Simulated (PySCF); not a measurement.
BClH₃P.
SMILES with atom numbers: `[PH2:1][BH:2][Cl:3]` (hydrogens: H4, H5 on P1; H6 on B2)

Structure used (PBE0-D3(BJ)/def2-SVP), in Å, numbered top down from 1:
```xyz
6
BClH3P angstrom
P     -0.307   -0.359   -1.141
B      1.476    0.061   -0.676
Cl     2.675   -1.191   -0.446
H     -0.545   -1.481   -0.301
H     -0.980    0.632   -0.375
H      1.854    1.206   -0.665
```

Jobs on this species (6 atoms, 40 electrons) with PySCF (density fitting). Hardware of each: an Arm Neoverse V1 with one thread, no GPU, shared host. Other jobs ran on the host; a repeat could differ by tens of per cent or more. Peak memory is the resident size of the whole Python process, interpreter and libraries included.

| level and settings | work | basis functions | SCF cycles | wall time | peak memory |
| --- | --- | --- | --- | --- | --- |
| delta-SCF UKS PBE0, pcX-2 on the ionised atom, pcseg-1 elsewhere, spin-free X2C | ΔSCF core ionisation, 5 holes | 107 | ? | ? | ? |
| delta-SCF UKS SCAN, pcX-1 on the ionised atom, pcseg-1 elsewhere, spin-free X2C | ΔSCF core ionisation, 5 holes | 87 | 70 | 8.0 s | 0.39 GiB |
| delta-SCF UKS SCAN, def2-TZVP on the ionised atom, pcseg-1 elsewhere, spin-free X2C | ΔSCF core ionisation, 5 holes | 84 | 69 | 9.2 s | 0.39 GiB |
| delta-SCF UKS SCAN, pcX-2 on the ionised atom, pcseg-1 elsewhere, non-relativistic | ΔSCF core ionisation, 5 holes | 107 | 71 | 10 s | 0.39 GiB |
| PBE0-D3(BJ)/def2-SVP, grid level 1 | geometry optimisation from a GFN2-xTB start shaken at random | 65 | 37 | 7.0 s | 0.29 GiB |
| delta-SCF UKS SCAN, pcX-2 on the ionised atom, pcseg-1 elsewhere, spin-free X2C | ΔSCF core ionisation, 5 holes | 107 | 70 | 11 s | 0.33 GiB |
| delta-SCF UKS PBE, pcX-2 on the ionised atom, pcseg-1 elsewhere, spin-free X2C | ΔSCF core ionisation, 5 holes | 107 | 71 | 7.0 s | 0.39 GiB |

Problem. Fill in the missing figures.

Solution. 
- delta-SCF UKS PBE0, pcX-2 on the ionised atom, pcseg-1 elsewhere, spin-free X2C; ΔSCF core ionisation, 5 holes: 11 s, 0.39 GiB, 62 SCF cycles

Problem. What do all jobs in the table cost together?

Solution. About 63 s; the longest takes about 17 % of that, and about 1.6 times as long as the shortest.
